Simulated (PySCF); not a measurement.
**[SiH3]− (SMILES [SiH3-]) at B3LYP/6-31G**

What is the energy change on altering one bond length of [SiH3]− at B3LYP/6-31G? 

The results are computed with PySCF 2.14.0.

6 further runs of the same task are left out: 6 set aside as unsound or not needed.

## Step 1: The molecule

[SiH3]−: 4 atoms, total charge -1, spin state singlet. As SMILES, `[SiH3-]`. The shape is that of a PBE0-D4/def2-TZVPD optimisation.

Bond lengths: Si1–H2 1.546 Å, Si1–H3 1.546 Å, Si1–H4 1.546 Å. Angles: H2–Si1–H3 94.1°, H2–Si1–H4 94.1°, H3–Si1–H4 94.1°.

## Step 2: A single-point energy at B3LYP/6-31G

File input.py:

```python
from pyscf import gto, dft

mol = gto.M(
    atom='''
Si     0.539700    -0.050700    -0.300900
H      0.426600     0.622300     1.085900
H     -0.298500    -1.283700     0.106800
H     -0.667800     0.712200    -0.891800
''',
    basis='6-31g',
    charge=-1,
    verbose=3,
    max_memory=1860,
)

myscf = dft.RKS(mol, xc='b3lyp')
myscf.conv_tol = 1e-10
myscf.grids.level = 5
myscf.kernel()
if not myscf.converged:
    myscf = myscf.newton().run(myscf.mo_coeff, myscf.mo_occ)

energy = myscf.e_tot
print('E = %.10f Eh' % energy)
```

The run is started by

```sh
$ OMP_NUM_THREADS=1 python input.py
```

The program printed:

```text
converged SCF energy = -291.24875574829
E = -291.2487557483 Eh
```

Run time: 1.7 s. Hardware: 1 thread of Arm Neoverse V2, shared host; peak memory 0.18 GiB.

## Step 3: The distorted shape at the same level

File input.py:

```python
from pyscf import gto, dft

molecule = gto.Mole()
molecule.atom = [
    ('Si', (1.143471, -0.432163, -0.005440)),
    ('H', (1.030371, 0.240837, 1.381360)),
    ('H', (0.305271, -1.665163, 0.402260)),
    ('H', (-0.667800, 0.712200, -0.891800)),
]
molecule.verbose = 4
molecule.basis = '6-31g'
molecule.charge = -1
molecule.max_memory = 1860
molecule.build()

mf = dft.RKS(molecule, xc='b3lyp')
mf.grids.level = 5
mf.conv_tol = 1e-10
mf.kernel()
if not mf.converged:
    mf = mf.newton().run(mf.mo_coeff, mf.mo_occ)

etot = mf.e_tot
print('E = %.10f Eh' % etot)
```

The run is started by

```sh
$ OMP_NUM_THREADS=1 python input.py
```

The program printed:

```text
PySCF version 2.14.0

[INPUT] num. atoms = 4
[INPUT] num. electrons = 18
[INPUT] charge = -1
[INPUT] spin (= nelec alpha-beta = 2S) = 0
[INPUT] symmetry False subgroup None
[INPUT] Mole.unit = angstrom
[INPUT] Symbol           X                Y                Z      unit          X                Y                Z       unit  Magmom
[INPUT]  1 Si     1.143471000000  -0.432163000000  -0.005440000000 AA    2.160847021383  -0.816669711170  -0.010280110118 Bohr   0.0
[INPUT]  2 H      1.030371000000   0.240837000000   1.381360000000 AA    1.947118996694   0.455115970662   2.610392079429 Bohr   0.0
[INPUT]  3 H      0.305271000000  -1.665163000000   0.402260000000 AA    0.576878583772  -3.146702022759   0.760161230868 Bohr   0.0
[INPUT]  4 H     -0.667800000000   0.712200000000  -0.891800000000 AA   -1.261959105985   1.345862945915  -1.685257757887 Bohr   0.0

nuclear repulsion = 13.3834005371856
number of shells = 13
number of NR pGTOs = 58
number of NR cGTOs = 19
basis = 6-31g
ecp = {}

******** <class 'pyscf.dft.rks.RKS'> ********
method = RKS
initial guess = minao
damping factor = 0
level_shift factor = 0
DIIS = <class 'pyscf.scf.diis.CDIIS'>
diis_start_cycle = 1
diis_space = 8
diis_damp = 0
SCF conv_tol = 1e-10
SCF conv_tol_grad = None
SCF max_cycles = 50
direct_scf = True
direct_scf_tol = 1e-13
XC library pyscf.dft.libxc version 7.0.0
    S. Lehtola, C. Steigemann, M. J.T. Oliveira, and M. A.L. Marques.,  SoftwareX 7, 1–5 (2018)
XC functionals = b3lyp
    P. J. Stephens, F. J. Devlin, C. F. Chabalowski, and M. J. Frisch.,  J. Phys. Chem. 98, 11623 (1994)
radial grids:
    Treutler-Ahlrichs [JCP 102, 346 (1995); DOI:10.1063/1.469408] (M4) radial grids

becke partition: Becke, JCP 88, 2547 (1988); DOI:10.1063/1.454033
pruning grids: <function nwchem_prune>
grids dens level: 5
symmetrized grids: False
atomic radii adjust function: <function treutler_atomic_radii_adjust>
small_rho_cutoff = 0
Set gradient conv threshold to 1e-05
Initial guess from minao.
tot grids = 114176
init E= -290.871379917365
  HOMO = -0.210366214475494  LUMO = -0.0691430281567523  gap/eV = 3.84288
cycle= 1 E= -291.192886330759  delta_E= -0.322  |g|= 0.133  |ddm|= 1.48
  HOMO = 0.033900400715495  LUMO = 0.198599062362903  gap/eV = 4.48168
cycle= 2 E= -291.20148969134  delta_E= -0.0086  |g|= 0.0589  |ddm|= 0.523
  HOMO = 0.0112563344415577  LUMO = 0.175407196198998  gap/eV = 4.46677
cycle= 3 E= -291.203487813816  delta_E= -0.002  |g|= 0.0113  |ddm|= 0.186
  HOMO = 0.0119493475404102  LUMO = 0.17663539864169  gap/eV = 4.48134
cycle= 4 E= -291.20355915363  delta_E= -7.13e-05  |g|= 0.00202  |ddm|= 0.03
  HOMO = 0.0120220260627437  LUMO = 0.176632070925046  gap/eV = 4.47927
cycle= 5 E= -291.203561305636  delta_E= -2.15e-06  |g|= 0.00102  |ddm|= 0.00598
  HOMO = 0.0119258773711446  LUMO = 0.176630626474239  gap/eV = 4.48184
cycle= 6 E= -291.203562025312  delta_E= -7.2e-07  |g|= 7.65e-05  |ddm|= 0.00204
  HOMO = 0.0119376002694949  LUMO = 0.176636018419032  gap/eV = 4.48167
cycle= 7 E= -291.203562029817  delta_E= -4.51e-09  |g|= 4.61e-06  |ddm|= 0.0002
  HOMO = 0.0119375733639469  LUMO = 0.176635161939056  gap/eV = 4.48165
cycle= 8 E= -291.203562029836  delta_E= -1.84e-11  |g|= 3.97e-07  |ddm|= 1.15e-05
  HOMO = 0.0119375965315061  LUMO = 0.176635175691942  gap/eV = 4.48165
Extra cycle  E= -291.203562029836  delta_E= -1.14e-13  |g|= 1.41e-07  |ddm|= 1.43e-06
converged SCF energy = -291.203562029836
E = -291.2035620298 Eh
```

Wall time 1.8 s (1 thread of Arm Neoverse V2, shared host); peak memory 0.18 GiB.

## Step 4: What came out

Level: B3LYP/6-31G.

```
                                                              quantity          value
                                             first shape: total energy  -291.24876 Eh
                                              first shape: HOMO energy        0.97 eV
                                              first shape: LUMO energy        7.18 eV
    first shape: HOMO–LUMO gap (to an unbound level, set by the basis)        6.21 eV
                                         distorted shape: total energy  -291.20356 Eh
                                          distorted shape: HOMO energy        0.32 eV
                                          distorted shape: LUMO energy        4.81 eV
distorted shape: HOMO–LUMO gap (to an unbound level, set by the basis)        4.48 eV
    energy change with the Si1–H4 bond stretched from 1.546 to 2.319 Å       1.230 eV
```

**Reading.** With the Si1–H4 bond stretched from 1.546 to 2.319 Å the energy rises by 1.23 eV (28 kcal/mol). The first shape isn't relaxed at this level, so the change isn't measured from a minimum. The HOMO (first shape) lies at positive energy, 0.97 eV; only total energies tell whether the electron is bound. The HOMO (distorted shape) lies at positive energy, 0.32 eV; only total energies tell whether the electron is bound.
